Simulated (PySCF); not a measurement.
**Solver options tried on SF⁺ (triplet)**

Aim: find out which solver settings change the answer for SF⁺ (triplet).

The runs use PySCF 2.14.0; each script names its method and basis.

1 further run of the same task is left out (it didn't finish).

### 1 Starting geometry

SF⁺ (triplet): 2 atoms, charge 1, spin multiplicity 3.

No contacts short enough for the rule that draws bonds.

### 2 The run that the others are compared with

input.py reads:

```python
from pyscf import gto, scf, cc

mol = gto.M(
    atom='S 0 0 0; F 0 0 1.955',
    basis='jorge-dzp-dkh',
    charge=1,
    spin=2,
    verbose=4,
)
mf = scf.ROHF(mol)
mf = mf.sfx2c1e()
mf.kernel()
mycc = cc.CCSD(mf, frozen=6)
mycc.kernel()
e = mycc.eeccsd(nroots=4)[0]
print('roots (eV) =', (e*27.211386).round(3))
mf.dip_moment()
print('orbital energies (hartree):', mf.mo_energy[..., max(0, mol.nelec[1]-3):mol.nelec[0]+3].round(4))
```

On the command line:

```bash
$ OMP_NUM_THREADS=1 python input.py
```

Its log is not repeated here.

Base result: E(SCF) = -497.667372 Eh, 11 cycles, E(CCSD) − E(SCF) = -0.32290 Eh, excitation roots 0.000, 1.414, 1.414, 2.324 eV.

The bond length is a typed value, not an optimised one. The dipole of an ion depends on the origin. The triplet is typed in the script; nothing here shows that it is the ground state.

### 3 Level shift -0.2 hartree

Variant 1 changes level shift: none → -0.2 hartree.

input.py reads:

```python
from pyscf import gto, scf, cc

mol = gto.M(
    atom='S 0 0 0; F 0 0 1.955',
    basis='jorge-dzp-dkh',
    charge=1,
    spin=2,
    verbose=4,
)
mf = scf.ROHF(mol)
mf = mf.sfx2c1e()
mf.level_shift = -0.2
mf.kernel()
mycc = cc.CCSD(mf, frozen=6)
mycc.kernel()
e = mycc.eeccsd(nroots=4)[0]
print('roots (eV) =', (e*27.211386).round(3))
mf.dip_moment()
print('orbital energies (hartree):', mf.mo_energy[..., max(0, mol.nelec[1]-3):mol.nelec[0]+3].round(4))
```

On the command line:

```bash
$ OMP_NUM_THREADS=1 python input.py
```

### 4 Cycle limit 200

Variant 2 changes cycle limit: 50 → 200.

Changes to input.py since step 2:

```diff
@@ -11,2 +11,3 @@
 mf = mf.sfx2c1e()
+mf.max_cycle = 200
 mf.kernel()
```

### 5 Second-order solver on

Variant 3 changes second-order solver: off → on.

Changes to input.py since step 2:

```diff
@@ -11,2 +11,3 @@
 mf = mf.sfx2c1e()
+mf = mf.newton()
 mf.kernel()
```

Q: Predict the outcome of this session. Wanted: for each run, E(SCF); from base; after the SCF.

**Answer**, as computed:

```csv
run,E(SCF) (hartree),from base (eV),cycles,after the SCF
base,-497.667372,0,11,"CCSD correlation -8.786 eV, core frozen, first root 1.41 eV"
level shift -0.2 hartree,-497.667372,0.0000,14,"CCSD correlation -8.786 eV, core frozen, first root 1.41 eV"
cycle limit 200,-497.667372,0.0000,11,"CCSD correlation -8.786 eV, core frozen, first root 1.41 eV"
second-order solver on,-497.667372,0.0000,5 macro,"CCSD correlation -8.786 eV, core frozen, first root 1.41 eV"
```

Distance from each run's final energy (log10 hartree) by cycle:

```csv
run,cycle 1,cycle 2,cycle 3,cycle 5,cycle 8,cycle 12
base,-0.8,0.1,-1.3,-2.4,-6.9,done
level shift -0.2 hartree,-0.7,0.4,-0.7,-3.0,-5.5,-8.5
cycle limit 200,-0.8,0.1,-1.3,-2.4,-6.9,done
second-order solver on,-1.6,-2.5,-6.1,< -11,done,done
```

**Reading.** The SCF energy stays the same, to the digits that matter, with level shift -0.2 hartree or cycle limit 200 or second-order solver on. The base needs 11 cycles and the run with level shift -0.2 hartree needs 14.
